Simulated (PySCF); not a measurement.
Computed and published core binding energies of `CS`

What was measured (core binding energies): C 1s of C1 291.40 eV [1]; S 1s of S2 2477.97 eV [2]. Sources and the comparison follow the method.

CH4S.
Structure used (GFN2-xTB), in Å, numbered top down from 1:
```
atom  x, y, z in Å
C1    -0.5040   -0.0131    0.0089
S2     1.1262    0.7907   -0.1130
H3    -0.5907   -0.5217    0.9642
H4    -1.2415    0.7803   -0.0577
H5    -0.6314   -0.7088   -0.8149
H6     1.8445   -0.3255   -0.0089
```

Level of theory: PySCF, delta-SCF UKS SCAN, pcX-2 on the ionised atom, pcseg-1 elsewhere, spin-free X2C. Binding energies are ΔSCF values: E(core-ionised, relaxed orbitals) − E(ground state) at a fixed geometry, referred to the vacuum level.

```json
{"atom": "C1", "environment": "S-methyl carbon", "level": "C 1s", "this calculation (eV)": "291.57", "reference (eV)": "291.40", "difference (eV)": "+0.17", "source": "[1]"}
{"atom": "S2", "environment": "thiol sulfur", "level": "S 1s", "this calculation (eV)": "2477.44", "reference (eV)": "2477.97", "difference (eV)": "-0.53", "source": "[2]"}
```

[1] measured, gas; Qian, Crumlin, Prendergast, Phys. Chem. Chem. Phys. 2022, 24, 2243
[2] measured, gas; Besley, J. Chem. Theory Comput. 2021, 17, 3644 (DFT calculations of core-electron binding energies at the K-edge of heavier elements)

Problem. How well does this level of theory reproduce the measurements here?

Solution. Over the 2 different measured values (2 distinct lines) the mean signed difference is -0.18 eV, the mean unsigned one 0.35 eV and the largest 0.53 eV. The calculation is vertical and has no vibrational structure, and measured positions depend on the energy calibration.

Not every level is listed. Isolated species at its GFN2-xTB geometry, gas phase.
